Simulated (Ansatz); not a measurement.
**CF, sextet in cc-pVTZ: errors against UCCSDT(Q)**

Geometry: that of the CF, quartet, kept fixed. The doublet lies 16.9 eV lower here.

```csv
atom,x (Å),y (Å),z (Å)
C,0.0000,0.0000,0.0000
F,0.0000,0.0000,1.3159
```

Basis cc-pVTZ; Ansatz 0.2.0. Correlated methods freeze the noble-gas cores, which leaves 11 electrons in 58 orbitals. R marks a restricted (for open shells ROHF) determinant, U an unrestricted one. Active spaces: valence = (11e, 8o) chosen from the atoms' valence shells.

Full CI isn't at hand for all of this; UCCSDT(Q) serves as the reference, and is uncertain by about the last step of the cluster series. The frozen core follows each run's orbitals, which can shift R against U totals by a few meV.

For open shells CISD is restricted-active-space CI with the open shells as a complete middle space.

* UHF ⟨S²⟩: 8.756
* T1 diagnostic (RCCSD): 0.0148
* largest doubles amplitude (RCCSD): 0.035
* T1 diagnostic (UCCSD): 0.0113

```json
{"level": "RHF", "E − E(UCCSDT(Q)) (kcal/mol)": "180.24", "share of correlation (%)": "0.00", "wall time": "–"}
{"level": "UHF", "E − E(UCCSDT(Q)) (kcal/mol)": "175.53", "share of correlation (%)": "2.61", "wall time": "–"}
{"level": "RMP2", "E − E(UCCSDT(Q)) (kcal/mol)": "15.86", "share of correlation (%)": "91.20", "wall time": "–"}
{"level": "UMP2", "E − E(UCCSDT(Q)) (kcal/mol)": "16.45", "share of correlation (%)": "90.87", "wall time": "–"}
{"level": "CISD", "E − E(UCCSDT(Q)) (kcal/mol)": "10.46", "share of correlation (%)": "94.20", "wall time": "29 s"}
{"level": "RCCSD", "E − E(UCCSDT(Q)) (kcal/mol)": "4.36", "share of correlation (%)": "97.58", "wall time": "–"}
{"level": "UCCSD", "E − E(UCCSDT(Q)) (kcal/mol)": "4.24", "share of correlation (%)": "97.65", "wall time": "–"}
{"level": "RCCSD(T)", "E − E(UCCSDT(Q)) (kcal/mol)": "0.42", "share of correlation (%)": "99.77", "wall time": "6.5 s"}
{"level": "UCCSD(T)", "E − E(UCCSDT(Q)) (kcal/mol)": "0.37", "share of correlation (%)": "99.79", "wall time": "6.5 s"}
{"level": "BCCD(T)", "E − E(UCCSDT(Q)) (kcal/mol)": "0.43", "share of correlation (%)": "99.76", "wall time": "2.6 s"}
{"level": "RCCSDT", "E − E(UCCSDT(Q)) (kcal/mol)": "0.14", "share of correlation (%)": "99.92", "wall time": "–"}
{"level": "UCCSDT", "E − E(UCCSDT(Q)) (kcal/mol)": "0.08", "share of correlation (%)": "99.95", "wall time": "–"}
{"level": "RCCSDT(Q)", "E − E(UCCSDT(Q)) (kcal/mol)": "0.07", "share of correlation (%)": "99.96", "wall time": "6 s (H100)"}
{"level": "CASSCF (valence space)", "E − E(UCCSDT(Q)) (kcal/mol)": "179.73", "share of correlation (%)": "0.28", "wall time": "–"}
{"level": "NEVPT2 (valence space)", "E − E(UCCSDT(Q)) (kcal/mol)": "31.21", "share of correlation (%)": "82.68", "wall time": "0.9 s"}
{"level": "MRCISD (valence space)", "E − E(UCCSDT(Q)) (kcal/mol)": "11.65", "share of correlation (%)": "93.54", "wall time": "–"}
{"level": "MRCISD+Q (valence space)", "E − E(UCCSDT(Q)) (kcal/mol)": "2.53", "share of correlation (%)": "98.60", "wall time": "1.8 s (H100)"}
```

The correlation energy at UCCSDT(Q), counted from RHF, is -7.816 eV. That run took 12 s on 2 threads of AMD EPYC 7R13 with a shared H100 80 GB, shared host.

Times hold each run's SCF and search for its determinant on a shared host, so for small cases they say little of a method's own cost; rows without a card ran on 1 thread of AMD EPYC 7R13.

Natural occupations of CASSCF (valence space) about the gap: 1.000 1.000 1.000 1.000 1.000; effectively unpaired electrons, Σ n²(2−n)², 5.00.
